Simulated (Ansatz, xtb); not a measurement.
Isomers of C6H14 in order of energy

5 gas-phase structures of C6H14, from a drawn sample of its isomers (lower ones may exist). Each was relaxed with GFN2-xTB; where two conformers were screened, the lower at r2SCAN-D4/def2-SVP is listed:

A. `CC(C)C(C)C`, a singlet
B. `CCCC(C)C`, a singlet
C. `CCC(C)(C)C`, a singlet
D. `CCC(C)CC`, a singlet
E. `CCCCCC`, a singlet

Problem. Estimate their order in r2SCAN-D4/def2-SVP energy at these geometries, lowest first.

Solution. Calculated order at r2SCAN-D4/def2-SVP: C (0.0), A (5.3), B (5.5), D (8.1), E (10.6) kJ/mol. Less than 1 kcal/mol parts A and B; B and D; D and E, so the order within those pairs means little.

Energies above the lowest of each column, in kJ/mol; the last columns are at B3LYP/def2-SVP geometries:

```
structure  GFN2-xTB  HF/STO-3G  r2SCAN-D4/def2-SVP  B3LYP/def2-SVP  CCSD(T)/def2-SVP + ΔMP2/def2-TZVPP
        C       0.0        5.8                 0.0             3.8                                 0.0
        A       6.6        8.5                 5.3             6.2                                 7.6
        B       5.9        0.6                 5.5             0.0                                 8.8
        D       9.9        5.3                 8.1             3.9                                11.5
        E      11.5        0.0                10.6             1.0                                15.9
```

CCSD(T)/def2-SVP + ΔMP2/def2-TZVPP puts C lowest; HF/STO-3G picks E, B3LYP/def2-SVP picks B. Flexible structures stand in one conformer each, not always the lowest. ΔMP2 is the change of the MP2 energy from the smaller to the larger basis.

Over these structures GFN2-xTB departs from r2SCAN-D4/def2-SVP by 0.6 kJ/mol on average once a common shift is removed. A GFN2-xTB relaxation took about 0.13 s and the r2SCAN-D4/def2-SVP energy about 3.6 s on a shared host (Ansatz 0.2.0, xtb 6.7.1).
